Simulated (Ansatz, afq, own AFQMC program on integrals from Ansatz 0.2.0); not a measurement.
# ScH$_{2}$O⁺, singlet in def2-TZVP, levels against CCSDT(Q)

```json
{"atom": "Sc", "x (Å)": "0.0000", "y (Å)": "0.0000", "z (Å)": "0.6762"}
{"atom": "O", "x (Å)": "0.0000", "y (Å)": "0.0000", "z (Å)": "-1.6238"}
{"atom": "H", "x (Å)": "0.0000", "y (Å)": "0.7836", "z (Å)": "-2.1917"}
{"atom": "H", "x (Å)": "0.0000", "y (Å)": "-0.7836", "z (Å)": "-2.1917"}
```

Connectivity, by distances: Sc–OH2.

Basis def2-TZVP. Noble-gas cores (and the filled d shells of Ga–Kr and In–Xe) are frozen. Integrals, coupled cluster, full CI and functionals: Ansatz 0.2.0; the random walks run on the same integrals in our own AFQMC program. ph-AFQMC/CISD is guided by a CISD state made of CCSD amplitudes; releasing the constraint for a short imaginary time cuts its bias at the price of noise, slowly where states lie close. Uncertainties: one standard error, sampling alone. The metal's outer-core s and p shells are frozen, which shifts wave-function levels against functionals.

Determinant: RHF, the one that the program's search chose, which needn't be the lowest solution. The geometry is a point of a scan.

No full CI on the walks' own integrals is used here; CCSDT(Q) serves as the reference and is uncertain by about the last step of the cluster series.

Cautions: no relativity below Rb; outer-core shells of the metal frozen; higher spins were not checked; restricted determinant unstable towards unrestricted (UHF 1.15 eV lower, ⟨S²⟩ 1.00); the released energies move by 1.5 errors or more from one time to the next, so no released level is given (meV from the phaseless value at times in 1/Eh: 7 ± 5 at 0.60, -6 ± 5 at 1.20, 14 ± 7 at 2.00, 22 ± 13 at 3.00, -15 ± 24 at 4.20), though the last usable value meets CCSDT(Q) within the noise; CCSDT(Q) on the UHF determinant differs (374 meV lower), perhaps since the unrestricted series falls towards higher spin.

- T1 diagnostic: 0.0375
- weight of the determinant in the CISD state: 0.796
- size of the correlated space: 10 electrons in 78 orbitals

```csv
level,correlation energy (eV)
MP2,-7.6660
CCSD,-8.2859
CCSD(T),-8.5221
```

Question: Estimate where phaseless AFQMC with a CISD trial lies against CCSD(T) on the same integrals.

Answer: 0.49 ± 0.09 kcal/mol below CCSD(T).

Reference: CCSDT(Q), correlation energy -8.541 eV.

```
        level  E − E(reference) (kcal/mol)  share of correlation (%)
      CCSD(T)                         0.42                     99.78
        CCSDT                         0.31                     99.84
ph-AFQMC/CISD                 -0.07 ± 0.09                    100.04
```

A walk keeps the symmetry of its determinant, which the program's search chose and which needn't be the lowest solution, so a lower state of the same spin and another symmetry isn't excluded.
